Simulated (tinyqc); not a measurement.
CCSD on RHF in the sto-3g basis, frozen core, for BH3, spin multiplicity 1, step by step (part 1 of 2). Computed by tinyqc, a small Python program that keeps every step (integrals from PySCF). Settings: charge = 0, multiplicity = 1, basis = sto-3g, method = RHF, frozen orbitals = 1, energy threshold = 1e-10, iteration cap = 59, orthogonalisation = canonical, start = core, DIIS depth = 6, amplitude equations = CCSD, DIIS depth for amplitudes = 4, cap on updates = 82. Command: `OMP_NUM_THREADS=1 python tinyqc.py 21056 21057 out.jsonl` (the two numbers bound the seeds that draw the settings). One thread of a shared host (Intel(R) Xeon(R) Processor @ 2.60GHz), about 0.3 s of CPU time with the checks. The early iterations of the SCF are left out here.

## One-electron integrals

Geometry (angstrom):
```
atom,x,y,z
B,0.00000,0.00000,0.00700
H,1.18600,0.00000,0.00000
H,-0.59300,1.02700,0.00000
H,-0.59300,-1.02700,0.00000
```

Basis sto-3g: exponents (1/bohr^2) and contraction coefficients of normalised primitives:
```
element,l (shell),exponent,coefficient
B,s (1),48.79111,0.15433
B,s (1),8.88736,0.53533
B,s (1),2.40527,0.44463
B,s (2),2.23696,-0.09997
B,s (2),0.51982,0.39951
B,s (2),0.16906,0.70012
B,p (3),2.23696,0.15592
B,p (3),0.51982,0.60768
B,p (3),0.16906,0.39196
H,s (1),3.42525,0.15433
H,s (1),0.62391,0.53533
H,s (1),0.16886,0.44463
```

Overlap, kinetic and nuclear-attraction integrals over the contracted functions; the nuclear repulsion is the sum of Za Zb / Rab.

nuclear repulsion = 7.4658846 hartree

overlap S, lower triangle:
```
,1B 1s,1B 2s,1B 2px,1B 2py,1B 2pz,2H 1s,3H 1s,4H 1s
1B 1s,1.00000
1B 2s,0.26933,1.00000
1B 2px,0.00000,0.00000,1.00000
1B 2py,0.00000,0.00000,0.00000,1.00000
1B 2pz,0.00000,0.00000,0.00000,0.00000,1.00000
2H 1s,0.06710,0.47792,0.48949,0.00000,-0.00289,1.00000
3H 1s,0.06712,0.47797,-0.24478,0.42393,-0.00289,0.10901,1.00000
4H 1s,0.06712,0.47797,-0.24478,-0.42393,-0.00289,0.10901,0.10903,1.00000
```

kinetic energy T (hartree), lower triangle:
```
,1B 1s,1B 2s,1B 2px,1B 2py,1B 2pz,2H 1s,3H 1s,4H 1s
1B 1s,10.82630
1B 2s,-0.04797,0.35917
1B 2px,0.00000,0.00000,1.12388
1B 2py,0.00000,0.00000,0.00000,1.12388
1B 2pz,0.00000,0.00000,0.00000,0.00000,1.12388
2H 1s,-0.01420,0.08940,0.23190,0.00000,-0.00137,0.76003
3H 1s,-0.01420,0.08942,-0.11598,0.20087,-0.00137,-0.01067,0.76003
4H 1s,-0.01420,0.08942,-0.11598,-0.20087,-0.00137,-0.01067,-0.01067,0.76003
```

nuclear attraction V (hartree), lower triangle:
```
,1B 1s,1B 2s,1B 2px,1B 2py,1B 2pz,2H 1s,3H 1s,4H 1s
1B 1s,-24.48599
1B 2s,-3.49989,-5.06201
1B 2px,0.00000,0.00003,-5.09293
1B 2py,0.00000,0.00000,0.00000,-5.09293
1B 2pz,0.00033,0.00288,0.00000,0.00000,-4.90981
2H 1s,-0.87854,-2.12688,-2.05680,0.00000,0.01274,-3.93970
3H 1s,-0.87873,-2.12716,1.02859,-1.78137,0.01274,-0.47025,-3.93988
4H 1s,-0.87873,-2.12716,1.02859,1.78137,0.01274,-0.47025,-0.47038,-3.93988
```

core Hamiltonian H = T + V (hartree), lower triangle:
```
,1B 1s,1B 2s,1B 2px,1B 2py,1B 2pz,2H 1s,3H 1s,4H 1s
1B 1s,-13.65969
1B 2s,-3.54785,-4.70285
1B 2px,0.00000,0.00003,-3.96905
1B 2py,0.00000,0.00000,0.00000,-3.96905
1B 2pz,0.00033,0.00288,0.00000,0.00000,-3.78593
2H 1s,-0.89274,-2.03748,-1.82490,0.00000,0.01137,-3.17967
3H 1s,-0.89293,-2.03774,0.91261,-1.58051,0.01137,-0.48092,-3.17984
4H 1s,-0.89293,-2.03774,0.91261,1.58051,0.01137,-0.48092,-0.48105,-3.17984
```

## Two-electron integrals

Functions are numbered as in S; the eight-fold symmetry (ij|kl) = (ji|kl) = (kl|ij) leaves the list below.

Two-electron integrals (ij|kl) in chemists' order, unique and non-zero (hartree):
```
i,j,k,l,(ij|kl)
1,1,1,1,2.92351
2,1,1,1,0.51838
2,1,2,1,0.10926
2,2,1,1,0.74423
2,2,2,1,0.19318
2,2,2,2,0.54480
3,1,3,1,0.02026
3,2,3,1,0.03000
3,2,3,2,0.12035
3,3,1,1,0.74249
3,3,2,1,0.19324
3,3,2,2,0.54468
3,3,3,3,0.58677
4,1,4,1,0.02026
4,2,4,1,0.03000
4,2,4,2,0.12035
4,3,4,3,0.03163
4,4,1,1,0.74249
4,4,2,1,0.19324
4,4,2,2,0.54468
4,4,3,3,0.52351
4,4,4,4,0.58677
5,1,5,1,0.02026
5,2,5,1,0.03000
5,2,5,2,0.12035
5,3,5,3,0.03163
5,4,5,4,0.03163
5,5,1,1,0.74249
5,5,2,1,0.19324
5,5,2,2,0.54468
5,5,3,3,0.52351
5,5,4,4,0.52351
5,5,5,5,0.58677
6,1,1,1,0.12898
6,1,2,1,0.02708
6,1,2,2,0.04799
6,1,3,1,0.00199
6,1,3,2,0.00364
6,1,3,3,0.04849
6,1,4,4,0.04775
6,1,5,1,-1.18e-05
6,1,5,2,-2.15e-05
6,1,5,3,-4.36e-06
6,1,5,5,0.04775
6,1,6,1,0.00693
6,2,1,1,0.28750
6,2,2,1,0.07565
6,2,2,2,0.23190
6,2,3,1,0.00835
6,2,3,2,0.04904
6,2,3,3,0.24448
6,2,4,4,0.22551
6,2,5,1,-4.93e-05
6,2,5,2,-0.00029
6,2,5,3,-0.00011
6,2,5,5,0.22551
6,2,6,1,0.01999
6,2,6,2,0.13165
6,3,1,1,0.26045
6,3,2,1,0.06949
6,3,2,2,0.22482
6,3,3,1,0.01458
6,3,3,2,0.07982
6,3,3,3,0.24860
6,3,4,4,0.21281
6,3,5,1,-3.95e-05
6,3,5,2,-0.00026
6,3,5,3,-0.00016
6,3,5,5,0.21281
6,3,6,1,0.01934
6,3,6,2,0.14982
6,3,6,3,0.18230
6,4,4,1,0.00789
6,4,4,2,0.03602
6,4,4,3,0.00938
6,4,5,4,-0.00006
6,4,6,4,0.01528
6,5,1,1,-0.00154
6,5,2,1,-0.00041
6,5,2,2,-0.00133
6,5,3,1,-3.95e-05
6,5,3,2,-0.00026
6,5,3,3,-0.00136
6,5,4,4,-0.00126
6,5,5,1,0.00789
6,5,5,2,0.03602
6,5,5,3,0.00938
6,5,5,5,-0.00137
6,5,6,1,-0.00011
6,5,6,2,-0.00088
6,5,6,3,-0.00099
6,5,6,5,0.01529
6,6,1,1,0.43891
6,6,2,1,0.11769
6,6,2,2,0.40600
6,6,3,1,0.01660
6,6,3,2,0.12661
6,6,3,3,0.45435
6,6,4,4,0.38163
6,6,5,1,-0.00010
6,6,5,2,-0.00075
6,6,5,3,-0.00043
6,6,5,5,0.38163
6,6,6,1,0.03182
6,6,6,2,0.28747
6,6,6,3,0.35690
6,6,6,5,-0.00211
6,6,6,6,0.77461
7,1,1,1,0.12901
7,1,2,1,0.02709
7,1,2,2,0.04800
7,1,3,1,-0.00100
7,1,3,2,-0.00182
7,1,3,3,0.04795
7,1,4,1,0.00173
7,1,4,2,0.00315
7,1,4,3,-0.00032
7,1,4,4,0.04832
7,1,5,1,-1.18e-05
7,1,5,2,-2.15e-05
7,1,5,3,2.18e-06
7,1,5,4,-3.78e-06
7,1,5,5,0.04776
7,1,6,1,0.00661
7,1,6,2,0.01827
7,1,6,3,0.01635
7,1,6,4,0.00078
7,1,6,5,-0.00010
7,1,6,6,0.02819
7,1,7,1,0.00693
7,2,1,1,0.28754
7,2,2,1,0.07566
7,2,2,2,0.23193
7,2,3,1,-0.00418
7,2,3,2,-0.02453
7,2,3,3,0.23028
7,2,4,1,0.00723
7,2,4,2,0.04248
7,2,4,3,-0.00821
7,2,4,4,0.23976
7,2,5,1,-4.93e-05
7,2,5,2,-0.00029
7,2,5,3,0.00006
7,2,5,4,-0.00010
7,2,5,5,0.22554
7,2,6,1,0.01827
7,2,6,2,0.08968
7,2,6,3,0.08091
7,2,6,4,0.01076
7,2,6,5,-0.00059
7,2,6,6,0.15149
7,2,7,1,0.02000
7,2,7,2,0.13168
7,3,1,1,-0.13025
7,3,2,1,-0.03475
7,3,2,2,-0.11243
7,3,3,1,0.00957
7,3,3,2,0.04698
7,3,3,3,-0.11793
7,3,4,1,-0.00290
7,3,4,2,-0.01897
7,3,4,3,0.01181
7,3,4,4,-0.11281
7,3,5,1,1.97e-05
7,3,5,2,0.00013
7,3,5,3,-0.00008
7,3,5,4,4.35e-05
7,3,5,5,-0.10643
7,3,6,1,-0.00751
7,3,6,2,-0.03114
7,3,6,3,-0.01979
7,3,6,4,-0.00268
7,3,6,5,0.00020
7,3,6,6,-0.04427
7,3,7,1,-0.00968
7,3,7,2,-0.07493
7,3,7,3,0.05705
7,4,1,1,0.22557
7,4,2,1,0.06018
7,4,2,2,0.19471
7,4,3,1,-0.00290
7,4,3,2,-0.01897
7,4,3,3,0.18800
7,4,4,1,0.01291
7,4,4,2,0.06888
7,4,4,3,-0.01107
7,4,4,4,0.21162
7,4,5,1,-3.42e-05
7,4,5,2,-0.00022
7,4,5,3,4.35e-05
7,4,5,4,-0.00013
7,4,5,5,0.18431
7,4,6,1,0.01455
7,4,6,2,0.07544
7,4,6,3,0.06773
7,4,6,4,0.01777
7,4,6,5,-0.00048
7,4,6,6,0.12753
7,4,7,1,0.01676
7,4,7,2,0.12977
7,4,7,3,-0.07234
7,4,7,4,0.14056
7,5,1,1,-0.00154
7,5,2,1,-0.00041
7,5,2,2,-0.00133
7,5,3,1,1.97e-05
7,5,3,2,0.00013
7,5,3,3,-0.00128
7,5,4,1,-3.42e-05
7,5,4,2,-0.00022
7,5,4,3,4.35e-05
7,5,4,4,-0.00133
7,5,5,1,0.00789
7,5,5,2,0.03603
7,5,5,3,-0.00469
7,5,5,4,0.00812
7,5,5,5,-0.00137
7,5,6,1,-0.00010
7,5,6,2,-0.00059
7,5,6,3,-0.00052
7,5,6,4,-0.00007
7,5,6,5,0.00955
7,5,6,6,-0.00104
7,5,7,1,-0.00011
7,5,7,2,-0.00088
7,5,7,3,0.00049
7,5,7,4,-0.00085
7,5,7,5,0.01529
7,6,1,1,0.06365
7,6,2,1,0.01674
7,6,2,2,0.05183
7,6,3,1,0.00078
7,6,3,2,0.00462
7,6,3,3,0.05235
7,6,4,1,0.00135
7,6,4,2,0.00800
7,6,4,3,0.00036
7,6,4,4,0.05276
7,6,5,1,-1.84e-05
7,6,5,2,-0.00011
7,6,5,3,-1.55e-05
7,6,5,4,-2.69e-05
7,6,5,5,0.05034
7,6,6,1,0.00427
7,6,6,2,0.02538
7,6,6,3,0.02671
7,6,6,4,0.00275
7,6,6,5,-0.00019
7,6,6,6,0.05035
7,6,7,1,0.00427
7,6,7,2,0.02538
7,6,7,3,-0.01097
7,6,7,4,0.02450
7,6,7,5,-0.00019
7,6,7,6,0.00607
7,7,1,1,0.43894
7,7,2,1,0.11770
7,7,2,2,0.40603
7,7,3,1,-0.00830
7,7,3,2,-0.06332
7,7,3,3,0.39983
7,7,4,1,0.01438
7,7,4,2,0.10965
7,7,4,3,-0.03149
7,7,4,4,0.43619
7,7,5,1,-0.00010
7,7,5,2,-0.00075
7,7,5,3,0.00021
7,7,5,4,-0.00037
7,7,5,5,0.38165
7,7,6,1,0.02819
7,7,6,2,0.15148
7,7,6,3,0.13258
7,7,6,4,0.02543
7,7,6,5,-0.00104
7,7,6,6,0.25690
7,7,7,1,0.03183
7,7,7,2,0.28750
7,7,7,3,-0.17848
7,7,7,4,0.30910
7,7,7,5,-0.00211
7,7,7,6,0.05035
7,7,7,7,0.77461
8,1,1,1,0.12901
8,1,2,1,0.02709
8,1,2,2,0.04800
8,1,3,1,-0.00100
8,1,3,2,-0.00182
8,1,3,3,0.04795
8,1,4,1,-0.00173
8,1,4,2,-0.00315
8,1,4,3,0.00032
8,1,4,4,0.04832
8,1,5,1,-1.18e-05
8,1,5,2,-2.15e-05
8,1,5,3,2.18e-06
8,1,5,4,3.78e-06
8,1,5,5,0.04776
8,1,6,1,0.00661
8,1,6,2,0.01827
8,1,6,3,0.01635
8,1,6,4,-0.00078
8,1,6,5,-0.00010
8,1,6,6,0.02819
8,1,7,1,0.00661
8,1,7,2,0.01827
8,1,7,3,-0.00885
8,1,7,4,0.01378
8,1,7,5,-0.00010
8,1,7,6,0.00397
8,1,7,7,0.02819
8,1,8,1,0.00693
8,2,1,1,0.28754
8,2,2,1,0.07566
8,2,2,2,0.23193
8,2,3,1,-0.00418
8,2,3,2,-0.02453
8,2,3,3,0.23028
8,2,4,1,-0.00723
8,2,4,2,-0.04248
8,2,4,3,0.00821
8,2,4,4,0.23976
8,2,5,1,-4.93e-05
8,2,5,2,-0.00029
8,2,5,3,0.00006
8,2,5,4,0.00010
8,2,5,5,0.22554
8,2,6,1,0.01827
8,2,6,2,0.08968
8,2,6,3,0.08091
8,2,6,4,-0.01076
8,2,6,5,-0.00059
8,2,6,6,0.15149
8,2,7,1,0.01827
8,2,7,2,0.08969
8,2,7,3,-0.04978
8,2,7,4,0.06469
8,2,7,5,-0.00059
8,2,7,6,0.01885
8,2,7,7,0.15150
8,2,8,1,0.02000
8,2,8,2,0.13168
8,3,1,1,-0.13025
8,3,2,1,-0.03475
8,3,2,2,-0.11243
8,3,3,1,0.00957
8,3,3,2,0.04698
8,3,3,3,-0.11793
8,3,4,1,0.00290
8,3,4,2,0.01897
8,3,4,3,-0.01181
8,3,4,4,-0.11281
8,3,5,1,1.97e-05
8,3,5,2,0.00013
8,3,5,3,-0.00008
8,3,5,4,-4.35e-05
8,3,5,5,-0.10643
8,3,6,1,-0.00751
8,3,6,2,-0.03114
8,3,6,3,-0.01979
8,3,6,4,0.00268
8,3,6,5,0.00020
8,3,6,6,-0.04427
8,3,7,1,-0.00885
8,3,7,2,-0.04978
8,3,7,3,0.03656
8,3,7,4,-0.03521
8,3,7,5,0.00032
8,3,7,6,-0.00814
8,3,7,7,-0.08833
8,3,8,1,-0.00968
8,3,8,2,-0.07493
8,3,8,3,0.05705
8,4,1,1,-0.22557
8,4,2,1,-0.06018
8,4,2,2,-0.19471
8,4,3,1,0.00290
8,4,3,2,0.01897
8,4,3,3,-0.18800
8,4,4,1,0.01291
8,4,4,2,0.06888
8,4,4,3,-0.01107
8,4,4,4,-0.21162
8,4,5,1,3.42e-05
8,4,5,2,0.00022
8,4,5,3,-4.35e-05
8,4,5,4,-0.00013
8,4,5,5,-0.18431
8,4,6,1,-0.01455
8,4,6,2,-0.07544
8,4,6,3,-0.06773
8,4,6,4,0.01777
8,4,6,5,0.00048
8,4,6,6,-0.12753
8,4,7,1,-0.01378
8,4,7,2,-0.06469
8,4,7,3,0.03521
8,4,7,4,-0.03856
8,4,7,5,0.00042
8,4,7,6,-0.01410
8,4,7,7,-0.10211
8,4,8,1,-0.01676
8,4,8,2,-0.12977
8,4,8,3,0.07234
8,4,8,4,0.14056
8,5,1,1,-0.00154
8,5,2,1,-0.00041
8,5,2,2,-0.00133
8,5,3,1,1.97e-05
8,5,3,2,0.00013
8,5,3,3,-0.00128
8,5,4,1,3.42e-05
8,5,4,2,0.00022
8,5,4,3,-4.35e-05
8,5,4,4,-0.00133
8,5,5,1,0.00789
8,5,5,2,0.03603
8,5,5,3,-0.00469
8,5,5,4,-0.00812
8,5,5,5,-0.00137
8,5,6,1,-0.00010
8,5,6,2,-0.00059
8,5,6,3,-0.00052
8,5,6,4,0.00007
8,5,6,5,0.00955
8,5,6,6,-0.00104
8,5,7,1,-0.00010
8,5,7,2,-0.00059
8,5,7,3,0.00032
8,5,7,4,-0.00042
8,5,7,5,0.00955
8,5,7,6,-0.00013
8,5,7,7,-0.00104
8,5,8,1,-0.00011
8,5,8,2,-0.00088
8,5,8,3,0.00049
8,5,8,4,0.00085
8,5,8,5,0.01529
8,6,1,1,0.06365
8,6,2,1,0.01674
8,6,2,2,0.05183
8,6,3,1,0.00078
8,6,3,2,0.00462
8,6,3,3,0.05235
8,6,4,1,-0.00135
8,6,4,2,-0.00800
8,6,4,3,-0.00036
8,6,4,4,0.05276
8,6,5,1,-1.84e-05
8,6,5,2,-0.00011
8,6,5,3,-1.55e-05
8,6,5,4,2.69e-05
8,6,5,5,0.05034
8,6,6,1,0.00427
8,6,6,2,0.02538
8,6,6,3,0.02671
8,6,6,4,-0.00275
8,6,6,5,-0.00019
8,6,6,6,0.05035
8,6,7,1,0.00397
8,6,7,2,0.01885
8,6,7,3,-0.00814
8,6,7,4,0.01410
8,6,7,5,-0.00013
8,6,7,6,0.00477
8,6,7,7,0.03117
8,6,8,1,0.00427
8,6,8,2,0.02538
8,6,8,3,-0.01097
8,6,8,4,-0.02450
8,6,8,5,-0.00019
8,6,8,6,0.00607
8,7,1,1,0.06366
8,7,2,1,0.01675
8,7,2,2,0.05185
8,7,3,1,-0.00156
8,7,3,2,-0.00924
8,7,3,3,0.05299
8,7,4,4,0.05216
8,7,5,1,-1.84e-05
8,7,5,2,-0.00011
8,7,5,3,3.10e-05
8,7,5,5,0.05036
8,7,6,1,0.00397
8,7,6,2,0.01886
8,7,6,3,0.01629
8,7,6,5,-0.00013
8,7,6,6,0.03117
8,7,7,1,0.00427
8,7,7,2,0.02539
8,7,7,3,-0.01574
8,7,7,4,0.02176
8,7,7,5,-0.00019
8,7,7,6,0.00477
8,7,7,7,0.05037
8,7,8,1,0.00427
8,7,8,2,0.02539
8,7,8,3,-0.01574
8,7,8,4,-0.02176
8,7,8,5,-0.00019
8,7,8,6,0.00477
8,7,8,7,0.00608
8,8,1,1,0.43894
8,8,2,1,0.11770
8,8,2,2,0.40603
8,8,3,1,-0.00830
8,8,3,2,-0.06332
8,8,3,3,0.39983
8,8,4,1,-0.01438
8,8,4,2,-0.10965
8,8,4,3,0.03149
8,8,4,4,0.43619
8,8,5,1,-0.00010
8,8,5,2,-0.00075
8,8,5,3,0.00021
8,8,5,4,0.00037
8,8,5,5,0.38165
8,8,6,1,0.02819
8,8,6,2,0.15148
8,8,6,3,0.13258
8,8,6,4,-0.02543
8,8,6,5,-0.00104
8,8,6,6,0.25690
8,8,7,1,0.02819
8,8,7,2,0.15150
8,8,7,3,-0.08833
8,8,7,4,0.10211
8,8,7,5,-0.00104
8,8,7,6,0.03117
8,8,7,7,0.25692
8,8,8,1,0.03183
8,8,8,2,0.28750
8,8,8,3,-0.17848
8,8,8,4,-0.30910
8,8,8,5,-0.00211
8,8,8,6,0.05035
8,8,8,7,0.05037
8,8,8,8,0.77461
```

## Orthogonalisation

S = U s U^T; canonical form X = U s^(-1/2), so that X^T S X = 1. Each column of U has its largest component positive (the first on a tie).

eigenvalues of S: 0.25161  0.34348  0.34350  0.95248  1.00005  1.54748  1.54751  2.01389

X:
```
,1,2,3,4,5,6,7,8
1B 1s,-0.34929,0.00000,-0.00013,0.97387,0.03093,0.00000,0.00003,0.17965
1B 2s,1.51116,0.00000,0.00043,-0.03598,0.00435,0.00000,0.00005,0.45894
1B 2px,-0.00046,0.00000,1.15058,0.00001,0.00000,0.00000,0.59359,-0.00005
1B 2py,0.00000,1.15059,0.00000,0.00000,0.00000,0.59360,0.00000,0.00000
1B 2pz,-0.00838,0.00000,0.00000,-0.03315,0.99944,0.00000,0.00000,-0.00249
2H 1s,-0.72273,0.00000,-1.02892,-0.18175,-0.00581,0.00000,0.44264,0.29073
3H 1s,-0.72333,-0.89093,0.51415,-0.18172,-0.00581,0.38330,-0.22127,0.29079
4H 1s,-0.72333,0.89093,0.51415,-0.18172,-0.00581,-0.38330,-0.22127,0.29079
```

Within a degenerate level the vectors are fixed only up to a rotation; this is one choice.

## Iteration 7 (converged): orbitals

converged F (hartree), lower triangle:
```
,1B 1s,1B 2s,1B 2px,1B 2py,1B 2pz,2H 1s,3H 1s,4H 1s
1B 1s,-7.41034
1B 2s,-2.17600,-1.10405
1B 2px,0.00000,0.00003,-0.20395
1B 2py,0.00000,0.00000,0.00000,-0.20396
1B 2pz,-0.00013,0.00194,0.00000,0.00000,0.23929
2H 1s,-0.55528,-0.57234,-0.39686,0.00000,0.00183,-0.40573
3H 1s,-0.55539,-0.57241,0.19846,-0.34370,0.00183,-0.15942,-0.40579
4H 1s,-0.55539,-0.57241,0.19846,0.34370,0.00183,-0.15942,-0.15946,-0.40579
```

Diagonalise F' = X^T F X, C = X C', fill 4 alpha and 4 beta electrons from the bottom; D = 2 C_occ C_occ^T. Each column has its largest component positive (the first on a tie).

F' = X^T F X (hartree), lower triangle:
```
,1,2,3,4,5,6,7,8
1,0.64635
2,0.00000,0.74823
3,-0.00011,0.00000,0.74822
4,0.55991,0.00000,0.00031,-6.38123
5,0.01664,0.00000,0.00001,-0.22145,0.23189
6,0.00000,0.08932,0.00000,0.00000,0.00000,-0.45707
7,-0.00002,0.00000,0.08931,-0.00027,-0.00001,0.00000,-0.45707
8,0.11548,0.00000,0.00008,-2.37815,-0.08127,0.00000,-0.00011,-1.64670
```

orbital energies (hartree): MO1 -7.41591, MO2 -0.66715, MO3 -0.46365, MO4 -0.46365, MO5 0.23929, MO6 0.69409, MO7 0.75481, MO8 0.75482

coefficients C:
```
,MO1,MO2,MO3,MO4,MO5,MO6,MO7,MO8
1B 1s,0.99092,-0.22837,0.00000,-0.00002,-0.00243,-0.26378,0.00027,0.00000
1B 2s,0.03707,0.55693,0.00000,0.00006,0.01096,1.47780,-0.00162,0.00000
1B 2px,0.00000,-0.00004,0.00000,0.50742,0.00000,0.00117,1.19110,0.00000
1B 2py,0.00000,0.00000,0.50743,0.00000,0.00000,0.00000,0.00000,1.19111
1B 2pz,-0.00004,-0.00113,0.00000,0.00000,0.99994,-0.01258,0.00001,0.00000
2H 1s,-0.00638,0.27947,0.00000,0.51704,-0.00357,-0.75088,-0.99259,0.00000
3H 1s,-0.00639,0.27953,0.44775,-0.25848,-0.00357,-0.74941,0.49752,-0.86034
4H 1s,-0.00639,0.27953,-0.44775,-0.25848,-0.00357,-0.74941,0.49752,0.86034
```

D after iteration 7, lower triangle:
```
,1B 1s,1B 2s,1B 2px,1B 2py,1B 2pz,2H 1s,3H 1s,4H 1s
1B 1s,2.06814
1B 2s,-0.18090,0.62309
1B 2px,0.00000,0.00002,0.51496
1B 2py,0.00000,0.00000,0.00000,0.51497
1B 2pz,0.00043,-0.00126,0.00000,0.00000,0.00000
2H 1s,-0.14032,0.31088,0.52469,0.00000,-0.00063,0.69095
3H 1s,-0.14032,0.31085,-0.26234,0.45440,-0.00063,-0.11097,0.69094
4H 1s,-0.14032,0.31085,-0.26234,-0.45440,-0.00063,-0.11097,-0.11099,0.69094
```

Within a degenerate level the vectors are fixed only up to a rotation; this is one choice.

## Convergence

Stop when the energy changes by less than 1e-10 hartree and every element of the error matrix X^T (F D S - S D F) X is below 3e-06.

Course of the cycle:
```
iteration,E (hartree),change,largest element of the error matrix
1,-23.9397152,-,9.61e-01
2,-26.0654448,-2.13e+00,1.49e-01
3,-26.0693912,-3.95e-03,1.17e-02
4,-26.0694038,-1.26e-05,1.93e-04
5,-26.0694039,-8.06e-08,6.05e-05
6,-26.0694039,-1.21e-09,1.03e-06
7,-26.0694039,-2.40e-12,2.59e-07
```

PySCF RHF in the same basis = -26.0694039 hartree

Converged in 7 iterations.

## Integrals over molecular orbitals

(pq|rs) = sum C_ip C_jq C_kr C_ls (ij|kl), one index at a time.

one-electron integrals over orbitals h = C^T H C (hartree), lower triangle:
```
,1,2,3,4,5,6,7,8
1,-13.64351
2,0.30089,-3.80055
3,0.00000,0.00000,-3.54046
4,0.00002,0.00003,0.00000,-3.54041
5,0.00350,-0.00184,0.00000,0.00000,-3.78587
6,0.30610,-0.60391,0.00000,-0.00071,0.00610,-2.95317
7,-0.00031,0.00068,0.00000,-0.62553,-0.00001,-0.00021,-3.14773
8,0.00000,0.00000,-0.62548,0.00000,0.00000,0.00000,0.00000,-3.14772
```

Two-electron integrals over orbitals (pq|rs), unique and non-zero (hartree); the lowest 1 orbital is frozen and left out:
```
p,q,r,s,(pq|rs)
2,2,2,2,0.44442
3,2,3,2,0.12123
3,3,2,2,0.44005
3,3,3,3,0.49290
4,2,2,2,-2.57e-05
4,2,3,3,-0.06338
4,2,4,2,0.12121
4,3,3,2,-0.06337
4,3,4,3,0.04920
4,4,2,2,0.44002
4,4,3,3,0.39446
4,4,4,2,0.06339
4,4,4,4,0.49291
5,2,2,2,-0.00027
5,2,3,3,-0.00018
5,2,4,2,1.04e-08
5,2,4,4,-0.00018
5,2,5,2,0.06943
5,3,3,2,-0.00026
5,3,4,3,0.00026
5,3,5,3,0.01783
5,4,2,2,6.47e-08
5,4,3,3,0.00026
5,4,4,2,-0.00026
5,4,4,4,-0.00026
5,4,5,2,3.85e-06
5,4,5,4,0.01783
5,5,2,2,0.46391
5,5,3,3,0.43513
5,5,4,2,-2.04e-06
5,5,4,4,0.43512
5,5,5,2,0.00178
5,5,5,4,2.55e-07
5,5,5,5,0.58678
6,2,2,2,0.04189
6,2,3,3,0.02132
6,2,4,2,2.00e-06
6,2,4,4,0.02128
6,2,5,2,-0.00011
6,2,5,4,4.57e-07
6,2,5,5,0.10699
6,2,6,2,0.07005
6,3,3,2,-0.04306
6,3,4,3,0.04041
6,3,5,3,0.00030
6,3,6,3,0.05899
6,4,2,2,0.00006
6,4,3,3,0.04050
6,4,4,2,-0.04316
6,4,4,4,-0.04044
6,4,5,2,7.57e-07
6,4,5,4,0.00030
6,4,5,5,0.00011
6,4,6,2,0.00012
6,4,6,4,0.05912
6,5,2,2,-0.00072
6,5,3,3,-0.00033
6,5,4,2,1.05e-06
6,5,4,4,-0.00033
6,5,5,2,0.06592
6,5,5,4,2.24e-05
6,5,5,5,0.00018
6,5,6,2,-0.00115
6,5,6,4,-8.04e-07
6,5,6,5,0.06868
6,6,2,2,0.44045
6,6,3,3,0.43933
6,6,4,2,0.00022
6,6,4,4,0.43956
6,6,5,2,-0.00130
6,6,5,4,-7.91e-07
6,6,5,5,0.46132
6,6,6,2,0.02727
6,6,6,4,-0.00006
6,6,6,5,-0.00164
6,6,6,6,0.45711
7,2,2,2,-4.69e-05
7,2,3,3,0.02466
7,2,4,2,-0.00304
7,2,4,4,-0.02471
7,2,5,4,0.00043
7,2,5,5,-0.00012
7,2,6,2,-3.10e-05
7,2,6,4,0.04560
7,2,6,5,1.29e-06
7,2,6,6,-4.96e-05
7,2,7,2,0.04856
7,3,3,2,0.05157
7,3,4,3,-0.02367
7,3,5,3,-0.00022
7,3,6,3,-0.03026
7,3,7,3,0.03632
7,4,2,2,0.04654
7,4,3,3,0.05341
7,4,4,2,-0.05148
7,4,4,4,0.00622
7,4,5,2,0.00074
7,4,5,4,0.00022
7,4,5,5,0.09685
7,4,6,2,0.06715
7,4,6,4,0.03030
7,4,6,5,-0.00026
7,4,6,6,0.02730
7,4,7,2,0.00918
7,4,7,4,0.10463
7,5,2,2,5.43e-07
7,5,3,3,-0.00047
7,5,4,2,0.00099
7,5,4,4,0.00048
7,5,5,2,-0.00007
7,5,5,4,0.01627
7,5,5,5,-2.74e-07
7,5,6,2,1.33e-06
7,5,6,4,-0.00037
7,5,6,5,-0.00005
7,5,6,6,3.50e-06
7,5,7,2,0.00013
7,5,7,4,-0.00042
7,5,7,5,0.02008
7,6,2,2,-4.84e-06
7,6,3,3,-0.05765
7,6,4,2,0.10882
7,6,4,4,0.05770
7,6,5,2,1.61e-06
7,6,5,4,-0.00034
7,6,5,5,1.12e-05
7,6,6,2,1.19e-05
7,6,6,4,-0.04632
7,6,6,5,2.43e-06
7,6,6,6,0.00023
7,6,7,2,-0.00910
7,6,7,4,-0.05311
7,6,7,5,0.00088
7,6,7,6,0.11127
7,7,2,2,0.45902
7,7,3,3,0.42493
7,7,4,2,0.02775
7,7,4,4,0.49007
7,7,5,2,0.00027
7,7,5,4,-0.00028
7,7,5,5,0.47765
7,7,6,2,0.04490
7,7,6,4,-0.03701
7,7,6,5,-0.00019
7,7,6,6,0.46607
7,7,7,2,-0.03125
7,7,7,4,0.04289
7,7,7,5,0.00015
7,7,7,6,0.02906
7,7,7,7,0.52928
8,2,3,2,-0.00305
8,2,4,3,0.02469
8,2,5,3,0.00043
8,2,6,3,0.04558
8,2,7,3,-0.00935
8,2,8,2,0.04856
8,3,2,2,0.04652
8,3,3,3,0.00618
8,3,4,2,0.05153
8,3,4,4,0.05346
8,3,5,2,0.00074
8,3,5,4,-0.00022
8,3,5,5,0.09684
8,3,6,2,0.06714
8,3,6,4,-0.03019
8,3,6,5,-0.00026
8,3,6,6,0.02751
8,3,7,2,-0.00937
8,3,7,4,0.03627
8,3,7,5,0.00043
8,3,7,6,0.05321
8,3,7,7,0.06479
8,3,8,3,0.10469
8,4,3,2,0.05153
8,4,4,3,-0.02363
8,4,5,3,-0.00022
8,4,6,3,-0.03020
8,4,7,3,0.03222
8,4,8,2,-0.00929
8,4,8,4,0.03626
8,5,3,2,0.00099
8,5,4,3,-0.00047
8,5,5,3,0.01627
8,5,6,3,-0.00037
8,5,7,3,0.00043
8,5,8,2,0.00013
8,5,8,4,0.00043
8,5,8,5,0.02008
8,6,3,2,0.10877
8,6,4,3,-0.05759
8,6,5,3,-0.00034
8,6,6,3,-0.04613
8,6,7,3,0.05321
8,6,8,2,-0.00905
8,6,8,4,0.05316
8,6,8,5,0.00088
8,6,8,6,0.11115
8,7,3,2,-0.02810
8,7,4,3,0.03275
8,7,5,3,0.00028
8,7,6,3,0.03719
8,7,7,3,-0.01117
8,7,8,2,0.03124
8,7,8,4,-0.01113
8,7,8,5,-0.00016
8,7,8,6,-0.02931
8,7,8,7,0.03453
8,8,2,2,0.45903
8,8,3,3,0.49020
8,8,4,2,-0.02799
8,8,4,4,0.42480
8,8,5,2,0.00027
8,8,5,4,0.00028
8,8,5,5,0.47765
8,8,6,2,0.04496
8,8,6,4,0.03723
8,8,6,5,-0.00019
8,8,6,6,0.46595
8,8,7,2,0.03117
8,8,7,4,0.06487
8,8,7,5,-0.00015
8,8,7,6,-0.02924
8,8,7,7,0.46052
8,8,8,3,0.04274
8,8,8,8,0.52940
```
